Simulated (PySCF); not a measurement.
ClH3Si.
SMILES: `[SiH3]Cl`

The closed-shell ground state was solved at several levels (PySCF, density fitting, gas phase, non-relativistic). Geometry: PBE0-D3(BJ)/def2-SVP; no solvent, vibrations or thermal averaging.

```csv
level,basis functions,total energy (Eh),HOMO (eV),LUMO (eV),gap (eV),dipole (D)
PBE0/IGLO-III,118,-751.2715,-8.94,0.07,9.01,1.18
B3LYP/cc-pVTZ,110,-751.6053,-8.77,-0.32,8.45,1.31
PBE0/def2-SVP,51,-751.0138,-8.87,0.25,9.12,1.39
CAM-B3LYP/def2-SVPD,75,-751.3170,-10.44,0.61,11.05,1.45
PBE0/cc-pVTZ,110,-751.2871,-9.02,-0.11,8.91,1.32
PBE0/cc-pVDZ,51,-751.2523,-8.92,0.08,9.00,1.47
PBE0/aug-cc-pVDZ,81,-751.2566,-9.02,-0.48,8.54,1.41
BHandHLYP/def2-SVPD,75,-751.3023,-10.32,0.49,10.81,1.48
```

(1) Estimate the row for LDA/def2-SVPD, a basis of 75 functions; the other rows only guide the guess.

(2) Over all these levels, which gives the widest orbital gap and which the narrowest?

(3) How much does the basis alone move the frontier levels among the 5 PBE0 rows?

(4) How far do the dipole and the HOMO energy spread over the levels?

Results:

(1) Total energy -748.6219 Eh, HOMO -7.77 eV, LUMO -1.40 eV, gap 6.37 eV, dipole 1.36 D.

(2) CAM-B3LYP/def2-SVPD (range-separated hybrid) has the widest, 11.05 eV, and LDA/def2-SVPD (LDA) the narrowest, 6.37 eV. The two share the basis. From the narrowest to the widest the HOMO moves by -2.67 eV and the LUMO by +2.01 eV.

(3) The HOMO by 0.15 eV and the LUMO by 0.73 eV. By rising basis size (HOMO, LUMO in eV): def2-SVP -8.87, 0.25; cc-pVDZ -8.92, 0.08; aug-cc-pVDZ -9.02, -0.48; cc-pVTZ -9.02, -0.11; IGLO-III -8.94, 0.07.

(4) The dipole runs from 1.18 to 1.48 D (mean 1.37 D) and the HOMO from -10.44 to -7.77 eV.
